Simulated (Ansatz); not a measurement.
Consider InAs in the zinc blende structure (space group F-43m, No. 216; a = 6.1863 Å).

Level of theory: PBE/PAW in Ansatz (an electronic-structure program), spin-orbit coupling left out.

One thing is altered: Sb takes the place of As on all its sites; the structure is relaxed again.

Measured lattice parameter a: InAs 6.047 Å (static lattice; corrected from measurement; as listed in Daniel Mejia-Rodriguez, S. B. Trickey, Phys. Rev. B (2018)); InSb 6.468 Å (static lattice; corrected from measurement; as listed in Daniel Mejia-Rodriguez, S. B. Trickey, Phys. Rev. B (2018)).

Task: How well does PBE reproduce the measured shift?

Result: With PBE the lattice parameter a moves by +0.449 Å (6.186 → 6.636) against +0.421 Å measured.

Stability against distortions was not tested. The final runs are not spin-polarised.
